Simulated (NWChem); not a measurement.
Correlation energy of difluoromethane (CH$_{2}$F$_{2}$)

```xyz
5

F      1.0958     0.0000    -0.2872
C      0.0000     0.0000     0.4910
F     -1.0958     0.0000    -0.2872
H      0.0000     0.9137     1.1116
H      0.0000    -0.9137     1.1116
```
Charge 0, spin multiplicity 1.

All runs are NWChem calculations. All single points use one geometry, from PBE0/def2-SVP, a minimum by its harmonic frequencies.

Basis set: 6-31G*. Each correlation energy counts from its own Hartree-Fock reference.

The correlated methods keep 3 core orbitals frozen. The Pople sets run with spherical d functions. No row is a measurement; the coupled-cluster row has its own basis-set and correlation limits.

```csv
method,correlation energy (mHa)
MP2,-464.2
SCS-MP2,-449.0
CR-CCSD[T],[?]
CR-CCSD(T),[?]
CCSD,-479.1
CCSD+T(CCSD),-490.0
CCSD(T),[?]
```

### Question
Complete the blanks.

### Answer

- CR-CCSD[T], correlation energy (mHa): -488.0
- CR-CCSD(T), correlation energy (mHa): -486.9
- CCSD(T), correlation energy (mHa): -488.6
